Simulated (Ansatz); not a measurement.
# C₂HFS (SMILES FC=C=S): single points off equilibrium

One table from this session's results is given with a row withheld; the runs are named, their logs left out.

The runs use Ansatz 0.2.0, Gaussian basis; single points in def2-TZVPP.

Correlated methods freeze the cores.

## Starting geometry

SMILES `FC=C=S`, 5 atoms, charge 0, spin multiplicity 1.

Atoms are counted from 1 here; the program's logs count them from 0.

Bond lengths: F1–C2 1.407 Å, C2–C3 1.315 Å, C2–H5 0.987 Å, C3–S4 1.505 Å. Angles: F1–C2–C3 119.9°, F1–C2–H5 107.7°, C3–C2–H5 132.0°, C2–C3–S4 172.1°.

Geometry (Å):

```xyz
5
C2HFS
F     0.1637    0.0240    1.7092
C     0.3391    0.2631    0.3334
C    -0.4536   -0.3192   -0.5398
S    -1.3917   -0.7946   -1.6168
H     1.1605    0.7997    0.2246
```

Set-up of the first run:

run/in.yaml reads:

```yaml
crystal:
  periodic: [false, false, false]
  atoms:
    - {symbol: F, position_ang: [0.163700, 0.024000, 1.709200]}
    - {symbol: C, position_ang: [0.339100, 0.263100, 0.333400]}
    - {symbol: C, position_ang: [-0.453600, -0.319200, -0.539800]}
    - {symbol: S, position_ang: [-1.391700, -0.794600, -1.616800]}
    - {symbol: H, position_ang: [1.160500, 0.799700, 0.224600]}
basis:
  gaussian: {orbitals: def2-TZVPP}
correlation: {method: ccsd_t}
output: {forces: true}
```

The command line of these runs was not kept.

Steps of the session up to this table: CCSD(T)/def2-TZVPP; PBE0-D4/def2-TZVPP; wB97M-V/def2-TZVPP; r2SCAN-D4/def2-TZVPP; PBE-D4/def2-TZVPP; BLYP-D4/def2-TZVPP; LC-wPBE/def2-TZVPP.

One of the session's tables, all rows but one given; the rest of the session is left out.

| method | RMS force component (eV/Å) | angle to CCSD(T) forces (°) | dipole (D) |
| --- | --- | --- | --- |
| CCSD(T) | 2.065 | reference | 1.60 |
| PBE0-D4 | 2.089 | 8.1 | 1.53 |
| wB97M-V | 2.031 | 7.9 | 1.58 |
| r2SCAN-D4 | 2.001 | 6.4 | 1.47 |
| PBE-D4 | 2.060 | 6.0 | 1.43 |
| BLYP-D4 | ? | ? | ? |
| LC-wPBE | 2.099 | 11.9 | 1.56 |

Estimate the missing values for BLYP-D4.

As computed: RMS force component (eV/Å): 1.987; angle to CCSD(T) forces (°): 9.3; dipole (D): 1.49. In the column «RMS force component (eV/Å)» it is the lowest.
